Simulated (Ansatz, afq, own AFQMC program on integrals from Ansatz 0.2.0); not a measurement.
Two steps: Ansatz 0.2.0 writes the Fock matrix and Cholesky factors of the valence space, and afq projects on them the lowest state that overlaps trial and start.

```yaml
crystal:
  periodic: [false, false, false]
  atoms:
    - {symbol: Si, position_ang: [-0.000654, -0.093078, 1.769086]}
    - {symbol: Ge, position_ang: [-0.000135, 0.013219, -0.658153]}
    - {symbol: H, position_ang: [0.002033, 1.432640, 1.804104]}
    - {symbol: H, position_ang: [-0.031486, -1.361054, -1.353967]}
    - {symbol: H, position_ang: [1.269853, 0.747832, -1.142672]}
    - {symbol: H, position_ang: [-1.212415, 0.821483, -1.170072]}
basis:
  gaussian: {orbitals: 6-31G}
magnetization: {spin_polarized: false}
correlation: {method: ccsd_t, electrons: outside_noble_gas, hamiltonian_folder: ham}
```

```sh
$ ansatz run in.yaml --threads 1 --pin off --events-out ev --progress --plain --max-ram 1382MiB
```

afq runs on the folder ham with

```
--method phaseless --trial cisd --walkers 90 --populations 1 --least-time 40 --time-step 0.005 --steps-per-block 50 --equilibration-blocks 28 --max-blocks 300 --target-error 0.00042 --factor-cut 1e-05 --seed 288 --release-times 0.24,0.51,0.99,1.62,2.4 --release-step 0.03 --release-every 4 --taylor-order 6
```

Times are imaginary, in 1/Eh. The walk had a cap of 508 s. Filled inner d shells are frozen with the cores.

afq prints:

```
orbitals 31  electrons 6 6  factors 259 of 518
reference energy -2366.15460607 Eh
CCSD correlation -0.13177850 Eh in 10 cycles, weight of the determinant in the CISD state 0.8887
energy of the start -2366.286384 Eh
 block  time / (1/Eh)  mean weight  energy / Eh
     1     0.250  1.0001  -2366.284682
     2     0.500  0.9999  -2366.284573
     3     0.750  0.9991  -2366.285066
     4     1.000  1.0003  -2366.285229
     5     1.250  1.0007  -2366.286428
     7     1.750  0.9996  -2366.287486
     9     2.250  1.0008  -2366.287387
    13     3.250  1.0001  -2366.287721
    21     5.250  1.0007  -2366.289416
    29     7.250  1.0002  -2366.288865
    37     9.250  0.9995  -2366.288515
    45    11.250  0.9995  -2366.287573
    53    13.250  1.0010  -2366.286889
    61    15.250  0.9993  -2366.288456
    69    17.250  1.0009  -2366.288012
    77    19.250  0.9997  -2366.291458
    85    21.250  0.9999  -2366.296789
    93    23.250  1.0008  -2366.289924
   101    25.250  1.0012  -2366.289857
   109    27.250  0.9985  -2366.288904
   117    29.250  1.0004  -2366.288957
   125    31.250  0.9987  -2366.290268
   133    33.250  0.9990  -2366.291426
   141    35.250  1.0007  -2366.289566
   149    37.250  1.0001  -2366.290329
   157    39.250  0.9998  -2366.289994
   165    41.250  1.0001  -2366.289627
   169    42.250  1.0006  -2366.286625
   173    43.250  1.0016  -2366.288937
   181    45.250  0.9998  -2366.289537
   185    46.250  0.9999  -2366.289388
blocks merged  error / Eh  count
     1  0.000119  160
     2  0.000145  80
     4  0.000171  40
     8  0.000184  20
    16  0.000211  10
released: time / (1/Eh)  energy / Eh  error  mean overlap
  0.24  -2366.289222  0.000210  1.0048
  0.51  -2366.289224  0.000175  0.9966
  0.99  -2366.289379  0.000182  0.9858
  1.62  -2366.289356  0.000165  0.9901
  2.40  -2366.289287  0.000175  1.0001
energy -2366.289371 +/- 0.000184 Eh
(rows thinned)
```

The run passed its tests (sampling time, drift between the halves within three errors, error under three times the target), which doesn't prove that it has relaxed.

Against this walk (error 5.0 meV) on the same determinant: CCSD(T) 21.2 meV higher. The error is statistical and leaves out the bias of the constraint. Released to 2.40 1/Eh the energy moves by 2 ± 7 meV (both errors), within twice the noise.

Cautions: constraint bias not in the error; no relativity below Rb; no spin-orbit coupling; inner d shell frozen; higher spins were not checked; restricted determinant unstable towards unrestricted (UHF 75 meV lower, ⟨S²⟩ 0.38).

The walk took 2.8 min on 1 thread of Intel(R) Xeon(R) Platinum 8375C CPU @ 2.90GHz (Ice Lake) (shared host). The log's last line is the phaseless energy.
